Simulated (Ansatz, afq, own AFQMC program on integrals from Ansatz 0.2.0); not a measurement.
AFQMC on a folder of integrals that Ansatz 0.2.0 wrote.

```yaml
crystal:
  periodic: [false, false, false]
  atoms:
    - {symbol: Re, position_ang: [0.000000, 0.000000, 0.000000]}
basis:
  gaussian: {orbitals: def2-TZVPP}
total_charge: 1
magnetization: {spin_polarized: true, initial_magnetization: 6}
correlation: {method: ccsd_t, electrons: outside_noble_gas, hamiltonian_folder: ham}
```

```sh
$ ansatz run in.yaml --threads 1 --pin off --events-out ev --progress --plain --max-ram 16896MiB --backend cuda --devices 0, --max-vram 18GiB
```

Options of the walk:

```
--method phaseless --trial cisd --walkers 4000 --populations 20 --least-time 60 --time-step 0.005 --steps-per-block 50 --equilibration-blocks 28 --max-blocks 4000 --target-error 0.00015 --factor-cut 1e-05 --start spin_pure --seed 7312 --release-times 0.24,0.6,1.2,2,3,4.2 --release-step 0.04 --release-every 3 --taylor-order 6
```

Times are imaginary, in 1/Eh. The walk had a cap of 309 s. With eight or more populations the least sampling time is a fifth of least-time, and the error comes from their spread. Core potentials past Kr, no spin–orbit coupling.

```
orbitals 52  electrons 6 0  factors 371 of 371
reference energy -77.31765960 Eh
CCSD correlation -0.08040246 Eh in 5 cycles, weight of the determinant in the CISD state 0.9694
energy of the start -77.398063 Eh
 block  time / (1/Eh)  mean weight  energy / Eh
     1     0.250  0.9998  -77.398134
     2     0.500  0.9998  -77.398624
     3     0.750  0.9999  -77.399049
     4     1.000  0.9999  -77.399192
     5     1.250  0.9998  -77.399409
    10     2.500  0.9999  -77.399657
    15     3.750  1.0000  -77.399740
    20     5.000  1.0001  -77.399668
    25     6.250  1.0001  -77.399712
    27     6.750  1.0001  -77.399436
    30     7.500  0.9999  -77.399610
    35     8.750  1.0001  -77.399515
    40    10.000  1.0000  -77.399704
    45    11.250  1.0001  -77.399544
    50    12.500  1.0001  -77.399604
    55    13.750  1.0000  -77.399619
    60    15.000  0.9997  -77.399573
    65    16.250  0.9998  -77.399599
    70    17.500  1.0001  -77.399729
    73    18.250  1.0002  -77.399992
    75    18.750  1.0001  -77.399715
    78    19.500  1.0001  -77.399622
error from the spread of 20 populations
released: time / (1/Eh)  energy / Eh  error  mean overlap
  0.24  -77.399660  0.000015  0.9998
  0.60  -77.399680  0.000016  1.0005
  1.20  -77.399715  0.000030  0.9965
  2.00  -77.399726  0.000016  0.9940
  3.00  -77.399729  0.000016  0.9890
  4.20  -77.399751  0.000019  0.9857
energy -77.399638 +/- 0.000022 Eh
(rows thinned)
```

(1) Estimate how long the walk took on 1 × NVIDIA H100 80GB HBM3 with 2 threads of AMD EPYC 7R13 Processor (Zen 3), with other jobs on the host (the card was shared).

The run passed its tests (sampling time, drift between the halves within three errors, error under three times the target), which doesn't prove that it has relaxed.

Against this walk (error 0.6 meV) on the same determinant: CCSD(T) 2.4 meV higher, CCSDT(Q) 2.5 meV lower. The error is statistical and leaves out the bias of the constraint. Released to 4.20 1/Eh the energy lies 3.1 ± 0.8 meV (both errors) below the phaseless value, which shows part or all of the bias of the constraint, and CCSDT(Q) lies 0.6 meV above the released value.

Cautions: constraint bias not in the error; no spin-orbit coupling; outer-core shells of the metal frozen.

## Answers

(1) 110 s of wall time.

CCSDT and higher add their correlation energy to the determinant of the CCSD(T) run, since their own runs factorise the integrals more tightly (a shift of under 2 meV). A walk keeps the symmetry of its determinant, which the program's search chose and which needn't be the lowest solution, so a lower state of the same spin and another symmetry isn't excluded.
